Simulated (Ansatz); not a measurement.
Results of RPBE (plane waves, PAW; Ansatz, a program for electronic structure) for cubic perovskite CsSnBr3.

Settings: plane-wave cutoff 520 eV, 6×6×6 k mesh, Fermi–Dirac smearing 0.01 eV, scalar-relativistic PAW data made under PBE.

Response to compression and expansion:

```json
[
 {"V (Å³/atom)": "41.161", "P (GPa)": "1.15", "direct gap at Γ (eV)": "5.372", "smallest gap on the k mesh (eV)": "0.727"},
 {"V (Å³/atom)": "42.036", "P (GPa)": "0.73", "direct gap at Γ (eV)": "5.331", "smallest gap on the k mesh (eV)": "0.829"},
 {"V (Å³/atom)": "42.912", "P (GPa)": "0.34", "direct gap at Γ (eV)": "5.292", "smallest gap on the k mesh (eV)": "0.923"},
 {"V (Å³/atom)": "43.788", "P (GPa)": "0.00", "direct gap at Γ (eV)": "5.253", "smallest gap on the k mesh (eV)": "1.011"},
 {"V (Å³/atom)": "44.664", "P (GPa)": "-0.31", "direct gap at Γ (eV)": "5.214", "smallest gap on the k mesh (eV)": "1.093"},
 {"V (Å³/atom)": "45.539", "P (GPa)": "-0.58", "direct gap at Γ (eV)": "5.176", "smallest gap on the k mesh (eV)": "1.169"},
 {"V (Å³/atom)": "46.415", "P (GPa)": "-0.83", "direct gap at Γ (eV)": "5.139", "smallest gap on the k mesh (eV)": "1.239"}
]
```

The fundamental gap (1.01 eV at the equilibrium volume, with added k points) lies elsewhere than Γ–Γ.

Note: the relaxation could not lower the start's symmetry, so the cell can be a saddle point above a distorted one.

Spin–orbit coupling is not included.
